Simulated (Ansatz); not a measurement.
Reaction (SMILES): C#N (CH-N) → C atom + H atom + N atom
B3LYP-D3(BJ)/def2-TZVP geometries, fixed; electronic energies without zero-point terms.

Basis-set convergence of the atomisation energy at PBE with Ansatz (a program for electronic structure). All functions are spherical. The program fits the integrals of some runs and decomposes those of others, by size. Open shells are unrestricted. No added dispersion term, no relativity. Functions are those of the species that has most. Reference: the value in pcseg-4, 326.23 kcal/mol, itself unsure by roughly 0.11 kcal/mol (its mean distance from aug-pcseg-3, aug-cc-pVQZ, cc-pV5Z). Deviations are taken from unrounded values.

```json
[
 {"basis": "def2-SV(P)", "functions": "30"},
 {"basis": "def2-SVP", "functions": "33"},
 {"basis": "def2-SVPD", "functions": "48"},
 {"basis": "def2-TZVP", "functions": "68"},
 {"basis": "def2-TZVPP", "functions": "76"},
 {"basis": "def2-TZVPD", "functions": "83"},
 {"basis": "def2-TZVPPD", "functions": "91"},
 {"basis": "def2-QZVPP", "functions": "144"},
 {"basis": "def2-QZVPPD", "functions": "159"}
]
```

Q: Which is the smallest def2 set listed that can be trusted to 1 kcal/mol here, that is, within that of the reference together with its larger relatives (same family, alike in diffuse functions; a set with none to test it counts only in the reference's own line)?

A: The smallest set listed that lies within 1 kcal/mol of the reference with all its larger relatives (same family, alike in diffuse functions; a set with none counts only in the reference's own line) is def2-SVP (33 functions, 0.22 kcal/mol off). Value minus reference: def2-SV(P) -1.78, def2-SVP 0.22, def2-SVPD 2.57, def2-TZVP -0.52, def2-TZVPP -0.28, def2-TZVPD -0.37, def2-TZVPPD -0.15, def2-QZVPP -0.17, def2-QZVPPD -0.18 kcal/mol.
